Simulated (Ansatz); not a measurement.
**Basis or method: atomization of BO**

BO, doublet; coordinates (Å): B 0.000 0.000 0.000; O 0.000 0.000 1.201. Quantity: atomization.

Ansatz 0.2.0, basis cc-pVDZ or cc-pVTZ; geometries are PBE0/def2-TZVP minima. Wave-function levels freeze the cores; HF, MP2 and coupled cluster are restricted for singlets and unrestricted otherwise, atoms included (their steps beyond CCSDT(Q) come from restricted open-shell runs), Kohn–Sham unrestricted where that lies lower. NEVPT2 stands on CASSCF in the full valence space. The reference is CCSDT(Q) or full CI (coupled cluster only where its series has nearly closed). Semilocal and hybrid functionals correlate all electrons outside any core potential and usually lie nearer their basis limit than the reference, so part of their error here is the reference's basis and frozen-core error; RPA and the MP2 part of double hybrids freeze the same cores as the reference. None of these values is a measured one. Energies are electronic, without zero-point terms. No spin–orbit coupling and no scalar relativity. The species are chosen: bound, without strong static correlation by their natural occupations or amplitudes, in their lowest spin state as far as vertical gaps and like structures tell, and with a ladder that closes on the reference, so errors are smaller than for species at large; levels whose determinant breaks symmetry or spin markedly are left out.

```tsv
level	cc-pVDZ (kJ/mol)	cc-pVTZ (kJ/mol)
reference	740.8 (full CI)	784.2 (CCSDT(Q))
MP2	803.0	849.1
CCSD(T)	737.6	782.0
NEVPT2	759.0	794.0
PBE	852.3	867.4
B3LYP	796.2	814.1
B2PLYP	792.2	819.3
RPA-PBE	681.0	725.9
```

From cc-pVDZ to cc-pVTZ the reference moves by 43.4 kJ/mol and PBE by 15.1; the step from CCSD(T) to the reference is 3.3 in the first and 2.2 in the last.
